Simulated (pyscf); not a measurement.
Structures and frequencies: ωB97X-D3(BJ)/def2-SVP in PySCF.

Estimate the classical barrier height and the reaction energy of H₃C–Re(CH₃)(=O)(=O)–OH (SMILES [CH3][Re]([CH3])(=[O])(=[O])[OH]) → H₃C–Re(=O)(=O)=O (SMILES [CH3][Re](=[O])(=[O])=[O]) + CH₄ (SMILES C) at ωB97M-D3(BJ)/def2-TZVP. The step runs on the singlet surface, breaks C–Re, H–O and forms C–H; take the reactant's lowest minimum found as zero.

ΔE‡ = 39.1 kcal/mol, ΔE = -17.1 kcal/mol. Zero-point energy shifts the barrier by -3.4 kcal/mol. It is an elimination, with an imaginary mode of 1756i cm⁻¹. On the reactant side the descent ends in a point that may be a rotor saddle (no frequency run), 1.1 kcal/mol over the lowest minimum found and 38.5 kcal/mol under the saddle at ωB97X-D3(BJ)/def2-TZVP. One saddle was located; it need not be the lowest between these sides. Elements past Kr carry the def2 core potentials, without spin-orbit coupling.
